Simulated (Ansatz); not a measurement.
# C4H10S: the cost of one run

Computed with Ansatz 0.2.0, Gaussian basis. Level: the settings change from run to run.

## (1) The geometry

The geometry comes from an earlier relaxation with PBE0-D4 in a triple-zeta def2 set; it is a stationary point, not always the lowest conformer.

15 atoms, charge 0, spin multiplicity 1.

Atoms are counted from 1 here; the program's logs count them from 0.

Bond lengths: C1–C2 1.517 Å, C1–H6 1.094 Å, C1–H7 1.092 Å, C1–H8 1.092 Å, C2–C3 1.521 Å, C2–H9 1.096 Å, C2–H10 1.095 Å, C3–S4 1.806 Å, C3–H11 1.094 Å, C3–H12 1.094 Å, S4–C5 1.796 Å, C5–H13 1.092 Å, C5–H14 1.090 Å, C5–H15 1.091 Å. Angles: C2–C1–H6 111.0°, C2–C1–H7 111.2°, C2–C1–H8 110.9°, H6–C1–H7 107.8°, H6–C1–H8 107.6°, H7–C1–H8 108.3°, C1–C2–C3 113.7°, C1–C2–H9 109.8°, C1–C2–H10 110.0°, C3–C2–H9 107.7°, C3–C2–H10 109.5°, H9–C2–H10 105.8°, C2–C3–S4 115.7°, C2–C3–H11 110.8°, C2–C3–H12 110.2°, S4–C3–H11 108.2°, S4–C3–H12 104.5°, H11–C3–H12 107.0° and more.

## (2) r2SCAN50/aug-cc-pVTZ

Options: charge +1, multiplicity 2, D3(BJ) with three-body dispersion.

Input file in.yaml:

```yaml
crystal:
  periodic: [false, false, false]
  atoms:
    - {symbol: C, position_ang: [-0.749929, -0.132227, 1.829119]}
    - {symbol: C, position_ang: [0.485983, 0.169363, 1.002115]}
    - {symbol: C, position_ang: [0.744457, -0.843931, -0.102621]}
    - {symbol: S, position_ang: [-0.525172, -0.947552, -1.383237]}
    - {symbol: C, position_ang: [-0.288643, 0.632835, -2.203949]}
    - {symbol: H, position_ang: [-0.661871, -1.103694, 2.324242]}
    - {symbol: H, position_ang: [-0.902163, 0.623530, 2.602526]}
    - {symbol: H, position_ang: [-1.641658, -0.161866, 1.199589]}
    - {symbol: H, position_ang: [1.370658, 0.190034, 1.649289]}
    - {symbol: H, position_ang: [0.411109, 1.171820, 0.568329]}
    - {symbol: H, position_ang: [1.705151, -0.652277, -0.589644]}
    - {symbol: H, position_ang: [0.793584, -1.853852, 0.315700]}
    - {symbol: H, position_ang: [0.738321, 0.738684, -2.560261]}
    - {symbol: H, position_ang: [-0.958760, 0.644324, -3.064158]}
    - {symbol: H, position_ang: [-0.542970, 1.474107, -1.557735]}
basis:
  gaussian: {orbitals: aug-cc-pVTZ}
total_charge: 1
magnetization: {spin_polarized: true, initial_magnetization: 1}
hamiltonian: {xc: {name: r2SCAN50}, dispersion: d3bjatm}
output: {forces: true}
```

Started as:

```
ansatz run in.yaml --threads 4 --pin off --events-out ev --progress --plain --max-ram 10444MiB
```

**Question.** How long does this run take on 4 threads of Intel Xeon, shared host, and how much memory does it need?

About 36 s, with a peak of 2.9 GiB.
